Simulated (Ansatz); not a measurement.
**One shape, several levels: SiS (SMILES [Si-]#[S+])**

We compute a comparison of 4 runs (HF/STO-3G, B3LYP/6-31G*, PBE0/def2-SVP) of SiS. 

The calculation is run with Ansatz 0.2.0.

10 further runs of the same task are left out: 4 for a known fault of the program, 1 that didn't finish, 5 set aside as unsound or not needed.

### 1 The structure to begin with

SiS has 2 atoms, charge 0, and is taken as a singlet. SMILES: `[Si-]#[S+]`. The bond length is the measured one.

Bond lengths: Si1–S2 1.929 Å.

### 2 Energy and gradient at HF/STO-3G (run 1)

Contents of in.yaml:

```yaml
crystal:
  periodic: [false, false, false]
  atoms:
    - symbol: Si
      position_ang: [0.000000, 0.000000, 0.000000]
    - symbol: S
      position_ang: [0.000000, 0.000000, 1.929321]
basis:
  gaussian:
    orbitals: STO-3G
output: {forces: true, orbitals: {seedname: orbitals}}
hamiltonian:
  xc: hf
accuracy: high
```

Started as:

```sh
$ ansatz run in.yaml --threads 1 --pin off --max-ram 2610MiB --events-out events.jsonl --progress --plain --runs-dir runs
```

What it wrote:

```text
Warning: RAYON_NUM_THREADS=1 ignored (pool sized by the plan → 1); use --threads N
Functional definition: HF
  name "HF"
  exchange = exact_x
  correlation = 0
299 factors; integrals over basis functions are off by at most 1.2e-8 eV
mean field evaluation 1: about -18466.5216 eV, gradient 2.4e1 eV
mean field evaluation 2: about -18466.5320 eV, gradient 2.4e1 eV
mean field evaluation 4: about -18469.5152 eV, gradient 9.8e-1 eV
mean field evaluation 8: about -18469.5183 eV, gradient 4.3e-6 eV
mean field -18469.51828879 eV, -678.7422780238 hartree, gradient 2.8e-8 eV, S^2 0.000000; 0 other end points of the search recorded, 0 dependent functions left out
the calculation of the forces begins
reference -18469.51828879 eV, -678.7422780238 hartree; 15, 15 occupied and 3, 3 virtual orbitals, 299 factors
Total energy: -18469.51828879 eV, -678.7422780238 hartree
Atom 0 at     0.000000     0.000000     0.000000 Å, force     0.000000    -0.000000     3.103249 eV/Å
Atom 1 at     0.000000     0.000000     1.929321 Å, force    -0.000000     0.000000    -3.103249 eV/Å
Dipole moment:     0.000000     0.000000    -0.422513 e Å
```

Run time: 0.18 s. Hardware: 1 thread of Arm Neoverse V1, shared host.

### 3 Energy and gradient at B3LYP/6-31G(d) (spherical functions) (run 2)

Contents of in.yaml:

```yaml
crystal:
  periodic: [false, false, false]
  atoms:
    - {symbol: Si, position_ang: [0.000000, 0.000000, 0.000000]}
    - {symbol: S, position_ang: [0.000000, 0.000000, 1.929321]}
basis:
  gaussian:
    orbitals: 6-31G_st_-spherical.json
hamiltonian:
  xc: {name: B3LYP}
accuracy: high
output: {forces: true, orbitals: {seedname: orbitals}}
```

The basis set 6-31G* is read from a file made from the Basis Set Exchange's data (not shown).

Started as:

```sh
$ ansatz run in.yaml --threads 1 --pin off --max-ram 2610MiB --events-out events.jsonl --progress --plain --runs-dir runs
```

What it wrote (excerpt; [...] marks lines left out):

```text
Warning: RAYON_NUM_THREADS=1 ignored (pool sized by the plan → 1); use --threads N
Functional definition: B3LYP
  name "B3LYP"
[...]
606 factors; integrals over basis functions are off by at most 3.8e-9 eV
[...]
mean field -18713.00101699 eV, -687.6901032468 hartree, gradient 2.1e-8 eV, S^2 0.000000; 0 other end points of the search recorded, 0 dependent functions left out
[...]
reference -18713.00104243 eV, -687.6901041815 hartree; 15, 15 occupied and 21, 21 virtual orbitals, 606 factors
Total energy: -18713.00104243 eV, -687.6901041815 hartree
Atom 0 at     0.000000     0.000000     0.000000 Å, force    -0.000000    -0.000000    -0.695473 eV/Å
Atom 1 at     0.000000     0.000000     1.929321 Å, force    -0.000000     0.000000     0.695473 eV/Å
Dipole moment:     0.000000     0.000000    -0.363272 e Å
```

It took 1.9 s on 1 thread of Arm Neoverse V1, shared host.

Run 3 isn't shown in full; the table further down has it.

### 4 Energy and forces at B3LYP/6-31G(d) (Cartesian functions) (run 4)

Contents of run.yaml:

```yaml
crystal:
  periodic: [false, false, false]
  atoms:
    - {symbol: Si, position_ang: [0.000000, 0.000000, 0.000000]}
    - {symbol: S, position_ang: [0.000000, 0.000000, 1.929321]}
basis:
  gaussian:
    orbitals: "6-31G*"
hamiltonian:
  xc: {name: B3LYP}
accuracy: high
output: {forces: true, orbitals: {seedname: orbitals}}
```

Started as:

```sh
$ ansatz run run.yaml --threads 1 --pin off --max-ram 2610MiB --events-out events.jsonl --progress --plain --runs-dir runs
```

What it wrote (excerpt; [...] marks lines left out):

```text
Warning: RAYON_NUM_THREADS=1 ignored (pool sized by the plan → 1); use --threads N
[... 2 set-up lines as earlier in the session ...]
[...]
619 factors; integrals over basis functions are off by at most 3.6e-9 eV
[...]
mean field -18713.12856068 eV, -687.6947903908 hartree, gradient 2.1e-8 eV, S^2 0.000000; 0 other end points of the search recorded, 0 dependent functions left out
[...]
reference -18713.12858611 eV, -687.6947913255 hartree; 15, 15 occupied and 23, 23 virtual orbitals, 619 factors
Total energy: -18713.12858611 eV, -687.6947913255 hartree
Atom 0 at     0.000000     0.000000     0.000000 Å, force     0.000000    -0.000000    -0.700548 eV/Å
Atom 1 at     0.000000     0.000000     1.929321 Å, force     0.000000     0.000000     0.700548 eV/Å
Dipole moment:    -0.000000     0.000000    -0.363828 e Å
```

Wall time 1.9 s (1 thread of Arm Neoverse V1, shared host).

### 5 All runs side by side

```
run                               level  Cartesian functions  energy (Eh)  dipole moment (D)  HOMO energy (eV)  LUMO energy (eV)  wall time
  1                           HF/STO-3G                   no  -678.742278               2.03             -6.15              6.56     0.18 s
  2  B3LYP/6-31G* (spherical functions)                   no  -687.690104               1.74             -7.82             -2.48      1.9 s
  3                       PBE0/def2-SVP                   no  -687.214258               1.52             -8.01             -2.22      1.4 s
  4  B3LYP/6-31G* (Cartesian functions)                  yes  -687.694791               1.75             -7.82             -2.48      1.9 s
```

### 6 Results

| quantity | value |
| --- | --- |
| run 4: total energy | -687.69479 Eh |
| run 4: dipole moment | 1.75 D |
| run 4: HOMO energy | -7.82 eV |
| run 4: LUMO energy | -2.48 eV |
| run 4: HOMO–LUMO gap | 5.35 eV |
| run 4: largest force on an atom | 0.701 eV/Å |

The dipole moment (its size) runs from 1.52 D (PBE0/def2-SVP) to 2.03 D (HF/STO-3G). The two ends differ in method and basis. The HOMO–LUMO gap runs from 5.35 eV (B3LYP/6-31G*) to 12.70 eV (HF/STO-3G). Totals of different functionals can't be ranked against each other. In run 1 the basis is minimal, so the values are rough. All runs together took 5.4 s, the longest 1.9 s.
